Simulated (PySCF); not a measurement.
# C2H5B: the cost of one run

Programs: PySCF 2.14.0, with density-fitted response routines of our own. Each step states its level of theory. These are calculated values for one molecule in the gas phase, unless marked as measured. Atoms are numbered from 0 throughout.

### Step 1. The starting structure

8 atoms, charge 0, multiplicity 1; geometry from: GFN2-xTB. The atoms were then displaced at random by about 0.01 Å, so the start is not that level's minimum.

Bonds of the start (Å): B0–C1 1.56, C1–C2 1.35, B0–H3 1.16, B0–H4 1.19, C1–H5 1.08, C2–H6 1.08, C2–H7 1.04.

### Step 2. Optimising the geometry at PBE0-D3(BJ)/def2-SVP

The job: settings as JSON, then the geometry in Å.

```
{"job": {"xc": "PBE0", "basis": "def2-SVP", "d3": "d3bj", "grid": 1, "shake": 0.01, "kind": "geom"}, "charge": 0, "multiplicity": 1}
B      1.327150     0.011220     0.116100
C     -0.148620    -0.496560     0.084390
C     -1.228770     0.281640    -0.132200
H      2.234070    -0.692430     0.291900
H      1.507130     1.169830    -0.064650
H     -0.336780    -1.544660     0.241190
H     -1.094770     1.342970    -0.287600
H     -2.204270    -0.091160    -0.146120
```

Command:

```bash
OMP_NUM_THREADS=1 python probes_run.py task.json out
```

One launch serves the whole session: the jobs run in the order shown.

Q: Estimate the wall time and peak memory of this first job on 1 thread of Arm Neoverse V1, shared host.

About 6.2 s, with a peak of 0.3 GiB.
